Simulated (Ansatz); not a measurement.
Two structures, one formula

The two ends of one reaction step of SiH5O, doublet (PBE0-D4/def2-TZVP).

A:

```
7
angstrom
H -0.5570 -0.4835 0.7779
Si 0.3673 0.3971 0.0284
O 0.1526 0.0278 -1.5631
H -2.4542 -2.4185 2.1890
H 0.0466 1.8236 0.3097
H 1.7687 0.1488 0.4659
H 0.6760 0.5047 -2.2077
```

B:

| atom | x (Å) | y (Å) | z (Å) |
| --- | --- | --- | --- |
| H1 | -1.5352 | -1.5569 | 1.4637 |
| Si2 | 0.2582 | 0.6708 | -0.2152 |
| O3 | 0.6518 | 0.9006 | -1.8028 |
| H4 | -1.7191 | -2.0470 | 1.9973 |
| H5 | 0.1434 | 2.0321 | 0.3725 |
| H6 | 1.3082 | -0.1242 | 0.4962 |
| H7 | 0.8927 | 0.1247 | -2.3116 |

Ansatz 0.2.0; basis: def2-TZVPP; cores frozen in the correlated methods; orbitals are unrestricted. B3LYP uses VWN-RPA correlation.

Problem. Which structure is lower at CCSD(T), and by how much? (Judge from chemistry; the value comes from the calculation.)

Solution. The calculation gives: B, by 0.508 eV (electronic energy, against the other). By their contacts, A is a complex of SiH₄O ([OH][SiH3]) + H and B is a complex of SiH₃O ([OH][SiH2]) + H₂.

All methods give the same order:

```csv
method,E(B) − E(A) (eV)
SPW92,-0.606
PBE-D4,-0.626
BLYP-D4,-0.721
r2SCAN-D4,-0.652
B97M-V,-0.535
PBE0-D4,-0.539
B3LYP-D4,-0.647
r2SCAN0-D4,-0.603
BHLYP-D4,-0.526
CAM-B3LYP-D4,-0.562
wB97X-V,-0.460
wB97M-V,-0.472
B2PLYP,-0.548
PBE-QIDH,-0.444
RPA on PBE,-0.560
HF,-0.229
MP2,-0.398
CCSD,-0.504
CCSD(T),-0.508
```

No T1 diagnostic of these runs exceeds 0.015. ⟨S²⟩ of the unrestricted Hartree–Fock references: 0.75 (a pure state has 0.75).

Labels in which every atom is bracketed show which atoms are joined, not bond orders.

For scale, one of the runs: CCSD(T)/def2-TZVPP, 143 basis functions, launched by `ansatz run in.yaml --threads 2 --pin off --events-out ev --progress --plain --max-ram 4352MiB`. The run took 25 s on 2 CPU threads of an Arm Neoverse V2 (shared host), with 1.8 GiB of host memory at its peak.
